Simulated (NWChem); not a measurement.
chloromethane (CH3Cl) in NWChem

SMILES: ClC
```xyz
5

C      1.1279    -0.0568     0.0000
Cl    -0.6610     0.0333     0.0000
H      1.4635    -0.5967     0.9046
H      1.4635    -0.5967    -0.9046
H      1.5423     0.9682     0.0000
```
Charge 0, spin multiplicity 1.

The numbers come from NWChem runs, not from measurements. The geometry was optimised at PBE/def2-SVP, a minimum by its harmonic frequencies.

Symmetry labels belong to the abelian group Cs used in the runs, with the axes of the coordinates shown; states degenerate in a higher group split over its labels.

Problem. List the lowest 4 singlet excitations that CIS/aug-cc-pVDZ gives, with oscillator strengths.

Solution. 
```csv
state,symmetry,energy (eV),wavelength (nm),f
1,a",8.14,152,0.005
2,a',8.14,152,0.005
3,a',8.71,142,0.022
4,a",8.71,142,0.022
```
